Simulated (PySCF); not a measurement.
Molecule: `C#C/C=C\C=C`, C₆H₆.

Geometry (Å), atoms numbered from 1 in this order:
```xyz
12

C     2.745   -0.855   -0.379
C     1.889   -0.047   -0.075
C     0.913    0.918    0.283
C    -0.420    0.688    0.344
C    -1.059   -0.578    0.054
C    -2.385   -0.774    0.123
H     3.500   -1.571   -0.647
H     1.287    1.919    0.524
H    -1.070    1.520    0.634
H    -0.400   -1.404   -0.235
H    -3.067    0.033    0.408
H    -2.830   -1.746   -0.104
```

Spin–spin couplings on one PBE0-D3(BJ)/def2-SVP geometry, PySCF 2.14.0 with density-fitted response routines, gas phase, non-relativistic, equivalent pairs averaged (without the spin–dipole term); isotopes 13C, 1H; basis pcJ-1.

Q: How do the couplings (Hz) change with the functional? Times are CPU seconds on shared hosts with different chips, so compare them loosely.

A: 
| functional | functions | 1J(C1,H7) | 1J(C1,C2) | 1J(C3,H8) | 1J(C6,H12) | 1J(C6,H11) | 1J(C4,H9) | 1J(C5,H10) | core-s |
| --- | --- | --- | --- | --- | --- | --- | --- | --- | --- |
| LDA | 222 | 218.6 | 173.6 | 133.8 | 132.5 | 127.2 | 126.9 | 126.1 | 16 |
| PBE | 222 | 253.8 | 186.2 | 158.9 | 156.5 | 151.0 | 150.3 | 149.9 | 22 |
| KT2 | 222 | 279.8 | 170.6 | 171.9 | 168.0 | 160.7 | 160.2 | 159.4 | 24 |
| PBE0 | 222 | 261.3 | 195.0 | 167.0 | 163.3 | 157.2 | 157.0 | 156.4 | 23 |
| B97-2 | 222 | 250.8 | 194.6 | 158.5 | 156.8 | 151.3 | 149.8 | 149.2 | 22 |
| CAM-B3LYP | 222 | 271.3 | 200.0 | 173.4 | 169.9 | 163.5 | 163.2 | 162.5 | 34 | Left out for a near triplet instability: HF/pcJ-1, BHandHLYP/pcJ-1.
